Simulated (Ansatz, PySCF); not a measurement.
Process, species as SMILES: C#C (C2H2) -> C#C (C2H2) as triplet, charge 0 (to the triplet)

Quantity: adiabatic triplet-singlet gap, E(triplet) - E(singlet) (0 K, with zero-point energies), in eV. Terms: six Cartesian d functions in 6-31G* and its kin unless marked 5d; UHF or UKS for open shells; no dispersion term unless named; non-relativistic; no spin-orbit coupling; 6-311+G** with 5d. First-principles rows: single points at B3LYP-D3(BJ) geometries (Ansatz, a quantum-chemistry and plane-wave program), with unscaled harmonic terms from B3LYP/6-31G* at its own minima. A UHF reference is markedly spin-contaminated in at least one set, which strains HF and MP2. Levels can end on unlike triplets.

```json
[
 {"level": "HF/6-31G*", "program": "Ansatz", "adiabatic triplet-singlet gap, E(triplet) - E(singlet) (0 K, with zero-point energies) (eV)": "2.58"},
 {"level": "BLYP/6-31G*", "program": "Ansatz", "adiabatic triplet-singlet gap, E(triplet) - E(singlet) (0 K, with zero-point energies) (eV)": "3.55"},
 {"level": "BP86/def2-SVP", "program": "PySCF", "adiabatic triplet-singlet gap, E(triplet) - E(singlet) (0 K, with zero-point energies) (eV)": "3.58"},
 {"level": "B3LYP/3-21G", "program": "Ansatz", "adiabatic triplet-singlet gap, E(triplet) - E(singlet) (0 K, with zero-point energies) (eV)": "3.76"},
 {"level": "B3LYP/6-31+G*", "program": "Ansatz", "adiabatic triplet-singlet gap, E(triplet) - E(singlet) (0 K, with zero-point energies) (eV)": "3.55"},
 {"level": "B3LYP/6-31G**", "program": "Ansatz", "adiabatic triplet-singlet gap, E(triplet) - E(singlet) (0 K, with zero-point energies) (eV)": "3.54"},
 {"level": "PBE0/6-31G*", "program": "Ansatz", "adiabatic triplet-singlet gap, E(triplet) - E(singlet) (0 K, with zero-point energies) (eV)": "3.42"},
 {"level": "PBE0/6-311+G**", "program": "Ansatz", "adiabatic triplet-singlet gap, E(triplet) - E(singlet) (0 K, with zero-point energies) (eV)": "3.55"},
 {"level": "M06-2X/6-31G* (5d)", "program": "PySCF", "adiabatic triplet-singlet gap, E(triplet) - E(singlet) (0 K, with zero-point energies) (eV)": "3.74"},
 {"level": "PBE/def2-TZVPD", "program": "Ansatz", "adiabatic triplet-singlet gap, E(triplet) - E(singlet) (0 K, with zero-point energies) (eV)": "3.65"}
]
```

No value to compare with is used here. The 9 habitual levels span 2.58 (HF/6-31G*) to 3.76 eV (B3LYP/3-21G); PBE/def2-TZVPD gives 3.65.

The levels are drawn from those run, B3LYP/6-31G* more often than the rest, none by its result; runs whose electronic state is in doubt are left out.
